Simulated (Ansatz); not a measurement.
A calculation with Ansatz (development build ahead of 0.2.0).

```yaml
crystal:
  periodic: [false, false, false]
  atoms:
    - { symbol: O, position_ang: [0.0, 0.0, 0.582] }
    - { symbol: H, position_ang: [0.0, 0.0, -0.582] }
basis:
  gaussian: { orbitals: "6-31G" }
magnetization:
  spin_polarized: true
  initial_magnetization: 1
hamiltonian:
  xc: hf
correlation:
  method: ccsd_t
  frozen_orbitals: { H: 0, O: 1 }
```

The input is written out in the form of the current development build from the run's settings.

Results

```yaml
Converged: yes
Reference_energy: -75.33964 hartree
CCSD_correlation_energy: -0.10772 hartree
Triples_correction: -0.00086 hartree
Total_energy: -75.44823 hartree
Spin_squared_of_the_determinant: 0.771
```
